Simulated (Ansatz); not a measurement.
Chalcopyrite ZnGeP2, treated with PBEsol in Ansatz (PAW).

Run with plane-wave cutoff 520 eV, 10×10×10 k mesh, Fermi–Dirac smearing 0.01 eV, scalar-relativistic PAW data made under PBE.

Computed points:

| V (Å³/atom) | E − E_lowest (meV/atom) | P (GPa) |
|---|---|---|
| 18.905 | 8.83 | 3.73 |
| 19.299 | 2.12 | 1.76 |
| 19.693 | 0.00 | 0.00 |
| 20.086 | 1.98 | -1.58 |
| 20.480 | 7.63 | -2.99 |

Estimate the bulk modulus from the pressures at 19.299 and 20.086 Å³/atom, and compare it with a fit to all energies.

B = −V dP/dV. Between V = 19.299 and 20.086 Å³/atom, dP/dV = (-1.58 − (1.76))/(20.086 − 19.299) = -4.24 GPa per Å³/atom; at the midpoint 19.692 Å³/atom this gives B ≈ 83.6 GPa. The third-order Birch–Murnaghan fit gives V0 = 19.692 Å³/atom, B0 = 83.3 GPa, B′ = 4.6, which lies within 1 % of that estimate.

Shape and atoms are relaxed at each volume.

Measured, for comparison: bulk modulus 79 GPa (room temperature, no zero-point or thermal correction; as tabulated in Isothermal phase behavior of Ag3SbS3, ZnGeP2, and ZnS (abstract)). Computed (rounded) less measured: bulk modulus +5 %. A static lattice is as a rule a little smaller and stiffer than an uncorrected measurement, which narrows the difference in the bulk modulus and would widen misses of the other sign.

Note: the bulk modulus comes from volumes at which shape and atoms were relaxed.

Computed values are for the static lattice.

Computing time: roughly 15 core-minutes.

Ansatz is a first-principles code.
